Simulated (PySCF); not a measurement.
H2S, SMILES S (connectivity only; charge and spin as stated), charge +1, multiplicity 2. Atoms are numbered in the order given.

```xyz
3

S      0.0000     0.0000    -0.1060
H      0.0000    -0.9915     0.8480
H      0.0000     0.9915     0.8480
```
Charge +1, spin multiplicity 2.

Coordinates come from a PBE-D3(BJ)/def2-TZVPD optimisation. The multiplicity is an assumed one; other spin states were not compared.

The numbers are results of PySCF with CAM-B3LYP/def2-TZVPD, not measurements.

Mulliken values depend strongly on the basis, most of all with diffuse functions as here. ESP charges are fitted to the potential on shells at 1.4 to 2.0 van der Waals radii. Atomic charges (e):

```csv
atom,Mulliken,meta-Löwdin,ESP fit,Mulliken spin
S1,0.31,?,0.56,1.06
H2,0.34,?,0.22,-0.03
H3,0.34,?,0.22,-0.03
```

Q: Complete the blanks. (An estimate is asked for; the answer gives what the named calculation found.)

A: 
- S1, meta-Löwdin: 0.60
- H2, meta-Löwdin: 0.20
- H3, meta-Löwdin: 0.20
